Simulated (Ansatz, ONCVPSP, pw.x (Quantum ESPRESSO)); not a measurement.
Si: does the ONCV potential hold in the solid?

silicon (Si), optimised norm-conserving Vanderbilt (ONCV), made with ONCVPSP 4.0.1.1 (patched build) (PBE, scalar-relativistic). Core [Ne], reference 3s2 3p2. Waves: 3s: rc 1.80 bohr, ncon 4, nbas 7, qcut 4.7 1/bohr, 3 projectors, debl 2.6 Ha; 3p: rc 1.80 bohr, ncon 4, nbas 8, qcut 4.3 1/bohr, 2 projectors, debl 3.6 Ha; d scattering state at 0.27 Ha: rc 1.70 bohr, ncon 4, nbas 7, qcut 5.7 1/bohr, 2 projectors, debl 3.6 Ha. Local part: polynomial inside 1.40 bohr (lpopt 5, dvloc0 3 Ha). Core correction: none.

Atomic tests: cutoffs needed: 8.1 Ha and 11 Ha (the cutoffs (Ha) at which the residual kinetic energy of the hardest occupied pseudo-wave falls to 1 and 0.1 mHa per electron) The cutoffs count occupied waves only; projector 2 of the d channel, the hardest unoccupied one, needs 60 Ha at the loose tolerance.; ghost test: no bound ghost flagged; GHOST(+) flagged for s at 241.8 eV; largest excitation error: +64 meV (all-electron minus pseudo) for 3s1 3p0, out of 4 test configurations.

Crystal test: diamond Si in pw.x 7.5, no spin, 8³ k-points, Fermi–Dirac smearing 0.01 Ry, cutoffs 35/140 Ry. The reference is all-electron LAPW (Ansatz 0.2.0) with the same functional, mesh and smearing; V0 and B0 come from Birch–Murnaghan fits to the pressures at five volumes. Errors are pseudo minus all-electron; Δ is the rms difference of the E(V) curves that follow from these fits, minima aligned, over ±6 % about the mean V0. Mesh and smearing are coarse, so the numbers serve the comparison and aren't converged zero-temperature values; the lattice is a test structure that the element need not adopt.

```csv
V (Å³/atom),P all-electron (GPa),P pseudo (GPa)
19.440,5.01,5.11
19.951,2.31,2.44
20.463,-0.05,0.09
20.975,-2.12,-1.96
21.486,-3.93,-3.77
```

All-electron: a0 = 5.469 Å (V0 = 20.45 Å³/atom), B0 = 88.5 GPa.

Pseudopotential: mean pressure error (GPa): +0.14; a0 (Å): 5.472; a0 error (%): +0.05; B0 error (%): -1.3; Δ (meV/atom): 0.6.

Problem. At the middle volume, how do free energy and pressure move when the wave cutoff is lowered (ecutrho kept at four times it)?

Solution.

| cutoff (Ry) | shift of F (meV/atom) | shift of P (GPa) |
| --- | --- | --- |
| 16 | +67.1 | -2.02 |
| 21 | +11.9 | -0.26 |
| 28 | +2.3 | -0.02 |

Input at the middle volume:

```
&control
  calculation='scf', prefix='x', pseudo_dir='./', outdir='./tmp', tstress=.true., disk_io='none'
/
&system
  ibrav=0, nat=2, ntyp=1, ecutwfc=35, ecutrho=140, nbnd=11,
  occupations='smearing', smearing='fd', degauss=0.01
/
&electrons
  conv_thr=1e-09, mixing_beta=0.4, electron_maxstep=70
/
ATOMIC_SPECIES
Si 1.0 Si.UPF
CELL_PARAMETERS angstrom
  0.00000000 2.73520428 2.73520428
  2.73520428 0.00000000 2.73520428
  2.73520428 2.73520428 0.00000000
ATOMIC_POSITIONS crystal
Si 0.0000 0.0000 0.0000
Si 0.2500 0.2500 0.2500
K_POINTS automatic
8 8 8 0 0 0
```

```bash
pw.x < Si.scf.in > Si.scf.out
```

Lines of the output:

```
Message from routine setup:
     using ibrav=0 with symmetry is DISCOURAGED, use correct ibrav instead
     lattice parameter (alat)  =       7.3098  a.u.
     unit-cell volume          =     276.1823 (a.u.)^3
     number of electrons       =         8.00
     number of Kohn-Sham states=           11
     kinetic-energy cutoff     =      35.0000  Ry
     charge density cutoff     =     140.0000  Ry
     scf convergence threshold =      1.0E-09
     Exchange-correlation= PBE
     number of k points=    29  Fermi-Dirac smearing, width (Ry)=  0.0100
     iteration #  1     ecut=    35.00 Ry     beta= 0.40
     total energy              =     -15.75789881 Ry
     estimated scf accuracy    <       0.05475712 Ry
     iteration #  2     ecut=    35.00 Ry     beta= 0.40
     total energy              =     -15.75578224 Ry
     estimated scf accuracy    <       0.01518830 Ry
     iteration #  3     ecut=    35.00 Ry     beta= 0.40
     total energy              =     -15.75655152 Ry
     estimated scf accuracy    <       0.00023419 Ry
     iteration #  4     ecut=    35.00 Ry     beta= 0.40
     c_bands:  1 eigenvalues not converged
     total energy              =     -15.75657029 Ry
     estimated scf accuracy    <       0.00000098 Ry
     iteration #  5     ecut=    35.00 Ry     beta= 0.40
     total energy              =     -15.75657121 Ry
     estimated scf accuracy    <       0.00000005 Ry
     iteration #  6     ecut=    35.00 Ry     beta= 0.40
     total energy              =     -15.75657124 Ry
     estimated scf accuracy    <          1.9E-09 Ry
     iteration #  7     ecut=    35.00 Ry     beta= 0.40
     the Fermi energy is     6.2902 ev
!    total energy              =     -15.75657124 Ry
     estimated scf accuracy    <          4.0E-11 Ry
     smearing contrib. (-TS)   =      -0.00027807 Ry
     The total energy is F=E-TS. E is the sum of the following terms:
     one-electron contribution =       4.59990676 Ry
     hartree contribution      =       1.11490511 Ry
     xc contribution           =      -4.79625095 Ry
     ewald contribution        =     -16.67485410 Ry
     convergence has been achieved in   7 iterations
          total   stress  (Ry/bohr**3)                   (kbar)     P=        0.92
     Message from routine punch:
     Nothing written, as per user request (disk_io='none')
```

The run at the middle volume (29 k-points, 7 iterations) took about 6.7 s on one core of a shared host (Neoverse-N1, 64 threads, 124 GiB, load 46).
